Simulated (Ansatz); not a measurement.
**Relaxing a trial structure of H4OSSi**

The starting geometry of this gas-phase singlet was optimised with GFN2-xTB; its bonds are those of `[SiH3]OS`.

```yaml
atoms:
  - { symbol: O, position_ang: [-0.7335, -2.3477, -0.5224] }
  - { symbol: S, position_ang: [-0.8380, -2.7998, -2.1201] }
  - { symbol: Si, position_ang: [0.2526, -1.2766, 0.2232] }
  - { symbol: H, position_ang: [0.0818, 0.0588, -0.3488] }
  - { symbol: H, position_ang: [1.6484, -1.6910, 0.0880] }
  - { symbol: H, position_ang: [-0.3136, -1.4508, 1.5525] }
  - { symbol: H, position_ang: [-2.0314, -3.3947, -1.9697] }
```

Task: Where would you expect an optimisation with r2SCAN-D4/def2-TZVP to take it?

Result: It keeps its bonds, and is `[SiH3]OS`.

The energy falls by 0.22 eV over 13 steps:

```
step  E − E(last) (eV)
   1             0.221
   2             0.137
   4             0.086
   5             0.084
   6             0.033
   8             0.004
   9             0.001
  10             0.000
  12             0.000
  13             0.000
```

Final geometry (Å):

```csv
atom,x (Å),y (Å),z (Å)
O,-0.7586,-2.7618,-0.1976
S,-0.6990,-3.2106,-1.8079
Si,0.1349,-1.4021,0.1921
H,-0.3968,-0.2208,-0.5322
H,1.5626,-1.5954,-0.1542
H,-0.0414,-1.2457,1.6542
H,-1.7354,-2.4655,-2.2516
```

Frequencies at the end are all real (lowest 178 cm⁻¹). Run with Ansatz 0.2.0, 26 s on 2 threads of Arm Neoverse V1, with other jobs on the host.
